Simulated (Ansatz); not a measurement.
`CC(C)N` + H₂ → `CCN` + CH₄ at 400 K and 1 bar (hydrogenolysis of a C–C bond).

Isolated molecules relaxed with PBE0-D4/def2-TZVP in Ansatz; ΔE leaves out vibrations. CBS: MP2 limit from def2 TZ/QZ plus the TZ coupled-cluster correction, frozen cores. This one scheme is used for every species. One conformer a species, not always the lowest.

```tsv
species	CCSD(T)/CBS energy (Eh)	H − E (kJ/mol)	S (J/(mol·K))
`CC(C)N`	-174.28253	345.1	329.2
H₂	-1.17544	38.0	139.0
`CCN`	-135.01652	265.7	294.1
CH₄	-40.46206	131.3	197.2
```

H − E and S are ideal-gas, rigid-rotor, harmonic terms from PBE0-D4/def2-TZVP, for one conformer and one mirror image of each species. The MP2-based limit puts H₂ 0.8 mEh under its directly extrapolated value; such offsets cancel only in part. 1 Eh = 2625.50 kJ/mol, R = 8.31446 J/(mol·K).

Problem. By hand: ΔE, ΔH, ΔS and ΔG.

Solution. ΔE = (-135.01652) + (-40.46206) − (-174.28253) − (-1.17544) = -0.02061 Eh = -54.1 kJ/mol. Δ(H − E) = 265.7 + 131.3 − 345.1 − 38.0 = 13.9, so ΔH = -40.2 kJ/mol. ΔS = 294.1 + 197.2 − 329.2 − 139.0 = 23.1 J/(mol·K). ΔG = -40.2 − 400 × (23.1)/1000 = -49.4 kJ/mol.

Problem. By hand: the equilibrium constant, and the temperature at which ΔG would vanish if ΔH and ΔS stayed fixed.

Solution. log₁₀ K = −ΔG/(RT ln 10) = 6.5. ΔH and −TΔS have one sign here, so there is no such temperature.

ΔH outweighs TΔS. A doubt of 5 kJ/mol in ΔE shifts log₁₀ K by 0.7 here. Other conformers and mirror images would add mixing entropy, several J/(mol·K) or more a flexible species. These are equilibria of isolated gas molecules and say nothing of rates. Largest T1 diagnostic: 0.009 (customary marks: 0.02 for closed shells, 0.045 for open ones).
